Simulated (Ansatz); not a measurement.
# Relaxing Ca₃F

Theory: DFT PBE, scalar-relativistic, plane waves, PAW in Ansatz. Cutoff 420 eV, Γ-centred k mesh, Gaussian smearing, no spin polarisation in the final step.

The start puts Ca₃F on the Cu3Au (L1_2) structure type (Pm-3m, No. 221), with F in place of Au, Ca in place of Cu, at a guessed volume.

```xyz
4
Lattice="4.5322 0.0000 0.0000 0.0000 4.5322 0.0000 0.0000 0.0000 4.5322" Properties=species:S:1:pos:R:3 pbc="T T T"
Ca    0.0000    2.2661    2.2661
Ca    2.2661    0.0000    2.2661
Ca    2.2661    2.2661    0.0000
F     0.0000    0.0000    0.0000
```

Cell and atoms relax at zero pressure; the relaxation can't lower the symmetry of the start. After a coarse first stage the cell is made exact in the group found at 0.06 Å.

Energies over the elements count from the elements' standard structures at the same level (F₂ as a molecule), with no empirical corrections.

Question: What does it relax into?

Answer: It keeps Pm-3m (No. 221). The result has the Cu3Au (L1_2) structure. Conventional cell: a = 5.194 Å. Ca is coordinated by 4 F at 3.67 Å and 8 Ca at 3.67 Å; F has 12 Ca at 3.67 Å.

```xyz
4
Lattice="5.1944 0.0000 0.0000 0.0000 5.1944 0.0000 0.0000 0.0000 5.1944" Properties=species:S:1:pos:R:3 pbc="T T T"
Ca    0.0000    2.5972    2.5972
Ca    2.5972    0.0000    2.5972
Ca    2.5972    2.5972    0.0000
F     0.0000    0.0000    0.0000
```

Question: What are its volume, energy, density and gap?

Answer: The volume per atom is 35.04 Å³, the density is 1.65 g/cm³ and the energy over the elements is -0.48 eV/atom. The gap on the 10×10×10 mesh is 0 eV (a metal).

The final run used a 10×10×10 mesh on its 4-atom cell and 0.10 eV smearing. The k mesh leaves about 4 meV/atom of noise in metals. Symmetry constrained the relaxation, so the result can be a saddle point.

Cost: 3 runs of about 0.85 core-minutes in all, on Arm Neoverse V2 (shared hosts).